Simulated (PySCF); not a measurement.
**The bond of PH+, level by level**

What are the lowest state that PBE0 finds, the bond length, vibrational wavenumber and bond energy of PH+, and how much do these hang on the method?

Program: PySCF 2.14.0. Level of theory: P pcseg-1, H pcseg-1, no relativity. These are calculated values, not measurements.

## 1. Input

Settings of the job:

| Property | Result |
| --- | --- |
| atoms | P, H |
| charge | 1 |
| basis | P pcseg-1, H pcseg-1 |
| Hamiltonian | no relativity |
| basis functions | 23 |
| electrons treated | 15 |
| masses in u | 30.9738, 1.0078 |
| levels | PBE0, PBE, r²SCAN, M06, LDA, r²SCAN0, HF, MP2, SCS-MP2, CCSD, CCSD(T) |
| grid | 80 radial by 434 angular points |
| occupations | held fixed by the projection of orbital angular momentum |
| dissociation limit | P+ + H, each in its ground configuration |
| starting distance in angstrom | 1.485 |
| values of 2S to try | 1, 3 |

On the command line:

```sh
$ OMP_NUM_THREADS=1 python dia.py task.json out
```

The runs that follow: PBE0 along the bond; Other states along the same grid; PBE (GGA); r²SCAN (meta-GGA); M06; LDA; r²SCAN0; UHF; MP2 and coupled cluster.

Before running it: what results should come out? Wanted: for each run, Re; ωe; De; μ.

The runs gave:

Lowest PBE0 solution found, without spin–orbit coupling: ²Π (doublet), unpaired electrons π ↑. State 2 has its PBE0 minimum 1.47 eV higher. The other levels ran on the lowest alone.

```tsv
level	Re (Å)	ωe (cm⁻¹)	De (eV)	μ (D)
UHF	1.413	2620	2.43	1.07
UHF-MP2	1.420	2541	2.97	n/a
UHF-SCS-MP2	1.421	2530	3.06	n/a
UHF-CCSD	1.427	2465	3.11	n/a
UHF-CCSD(T)	1.428	2452	3.13	n/a
LDA	1.463	2291	3.83	1.09
PBE	1.458	2316	3.42	1.02
r²SCAN	1.439	2409	3.41	1.06
PBE0	1.441	2426	3.38	1.05
r²SCAN0	1.430	2477	3.36	1.07
M06	1.440	2403	3.55	0.91
```

De is counted to P+ + H in their ground configurations. A positive dipole points from P to H; in an ion it is taken about the centre of mass and does not tell which atom is negative.

Differences from CCSD(T) in the same basis:

```tsv
level	Re (mÅ)	ωe (%)
UHF	-16	+6.8
UHF-MP2	-9	+3.6
UHF-SCS-MP2	-8	+3.2
UHF-CCSD	-1	+0.5
LDA	+34	-6.6
PBE	+29	-5.6
r²SCAN	+11	-1.7
PBE0	+12	-1.1
r²SCAN0	+1	+1.0
M06	+11	-2.0
```

What this shows: Judged by CCSD(T) in the same basis: best bond length UHF-CCSD and r²SCAN0 (1 mÅ off), worst LDA (+34 mÅ); best wavenumber UHF-CCSD (+0.5 %), worst UHF (+6.8 %). Hartree–Fock falls on the short and stiff side, its usual fault. PBE has the long and soft bond that GGAs tend to give. CCSD(T) in a basis this small is itself some way from its limit, more so than the functionals. Among the levels with a De in the table, it runs from 2.43 eV (UHF) to 3.83 eV (LDA).

Correlated steps freeze 5 core orbitals.
